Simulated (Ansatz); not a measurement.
The input, for Ansatz 0.2.0:

```yaml
crystal:
  periodic: [false, false, false]
  atoms:
    - {symbol: Si, position_ang: [0.000000, 0.000000, 0.555774]}
    - {symbol: N, position_ang: [0.000000, 0.000000, -1.292740]}
    - {symbol: H, position_ang: [0.000000, 1.301958, 1.239079]}
    - {symbol: H, position_ang: [0.000000, -1.301958, 1.239079]}
basis:
  gaussian: {orbitals: 6-31G}
magnetization: {spin_polarized: true, initial_magnetization: 5}
correlation: {method: ccsdtq, electrons: outside_noble_gas}
```

```sh
$ ansatz run in.yaml --threads 2 --pin off --events-out ev --progress --plain --max-ram 24576MiB --backend cuda --devices 0, --max-vram 18GiB
```

(1) Roughly how long does this take on 2 threads of AMD EPYC 7R13 with a shared H100 80 GB, shared host, and how much host memory?

```
579 factors; integrals over basis functions are off by at most 4.4e-8 eV
mean field evaluation 1: about -9363.9543 eV, gradient 9.0e0 eV
mean field evaluation 2: about -9364.1118 eV, gradient 9.2e0 eV
mean field evaluation 4: about -9365.0652 eV, gradient 1.3e0 eV
mean field evaluation 8: about -9365.1485 eV, gradient 1.6e-1 eV
mean field evaluation 16: about -9363.9542 eV, gradient 9.0e0 eV
mean field evaluation 32: about -9362.1542 eV, gradient 4.5e-1 eV
mean field evaluation 64: about -9361.8425 eV, gradient 4.3e0 eV
mean field -9365.14968933 eV, -344.1629031566 hartree, gradient 1.7e-6 eV, S^2 8.756652; 2 other end points of the search recorded, 0 dependent functions left out
determinant -9365.14968933 eV, -344.1629031566 hartree, with singles and doubles -9367.73231808 eV, -344.2578130123 hartree
determinant -9362.15970216 eV, -344.0530231547 hartree, with singles and doubles -9365.09273624 eV, -344.1608101690 hartree
determinant -9361.92218964 eV, -344.0442947306 hartree, with singles and doubles -9365.07271558 eV, -344.1600744231 hartree
6 core orbitals not correlated: weight in the atoms' cores, before any rotation towards them, 1.000 or more for the frozen orbitals, at most 0.000 for the correlated occupied ones
reference -9365.14968933 eV, -344.1629031566 hartree; 8, 3 occupied and 12, 17 virtual orbitals, 579 factors
second order -1.90482097 eV of doubles, -0.00000000 eV of singles
cycle   1  -2.33813188 eV  change   -4.3e-1 eV  update   6.0e-2
cycle   2  -2.60024424 eV  change   -2.6e-1 eV  update   2.9e-2
cycle   3  -2.63101454 eV  change   -3.1e-2 eV  update   1.3e-2
cycle   4  -2.63894269 eV  change   -7.9e-3 eV  update   7.0e-3
cycle   5  -2.64119790 eV  change   -2.3e-3 eV  update   3.9e-3
cycle   6  -2.64221858 eV  change   -1.0e-3 eV  update   2.4e-3
cycle   7  -2.64309481 eV  change   -8.8e-4 eV  update   1.5e-3
cycle   8  -2.64389012 eV  change   -8.0e-4 eV  update   8.8e-4
cycle   9  -2.64391148 eV  change   -2.1e-5 eV  update   6.7e-4
cycle  10  -2.64381229 eV  change    9.9e-5 eV  update   4.9e-4
cycle  11  -2.64381005 eV  change    2.2e-6 eV  update   2.5e-4
cycle  12  -2.64380262 eV  change    7.4e-6 eV  update   7.7e-5
cycle  13  -2.64383054 eV  change   -2.8e-5 eV  update   3.2e-5
cycle  14  -2.64384652 eV  change   -1.6e-5 eV  update   2.0e-5
cycle  15  -2.64384895 eV  change   -2.4e-6 eV  update   1.1e-5
cycle  16  -2.64384506 eV  change    3.9e-6 eV  update   6.7e-6
cycle  17  -2.64384114 eV  change    3.9e-6 eV  update   3.4e-6
cycle  18  -2.64384048 eV  change    6.6e-7 eV  update   1.7e-6
cycle  19  -2.64384130 eV  change   -8.1e-7 eV  update   1.2e-6
cycle  20  -2.64384210 eV  change   -8.1e-7 eV  update   7.8e-7
Total energy: -9367.79353144 eV, -344.2600625619 hartree
```

For the same geometry and basis full CI lies 1.9 meV higher.

Results:

(1) 36 s wall and 0.87 GiB.
